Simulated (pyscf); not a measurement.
Single points on ωB97X-D3(BJ)/def2-SVP structures (PySCF, gas phase).

Estimate the classical barrier height and the reaction energy of `[SH][GaH2]` + `[H][H]` → `[SH2]` + `[GaH3]` at ωB97M-D3(BJ)/def2-TZVP. The step runs on the singlet surface, breaks Ga–S, H–H and forms H–S, Ga–H; take the separated reactants as zero.

ΔE‡ = 28.0 kcal/mol, ΔE = +19.3 kcal/mol. Zero-point energy shifts the barrier by +2.1 kcal/mol. It is a four-centre exchange, with an imaginary mode of 1269i cm⁻¹. On the product side the descent ends in an adduct with a Ga–S contact, 14.5 kcal/mol under the separated species and 19.6 kcal/mol under the saddle at ωB97X-D3(BJ)/def2-TZVP. What is counted as broken (Ga–S) persists as a longer contact in the product adduct; parting that adduct is a step of its own. This is the saddle that the search found; another between the same sides may lie lower. Elements up to Kr have no core potential and no relativistic terms here.
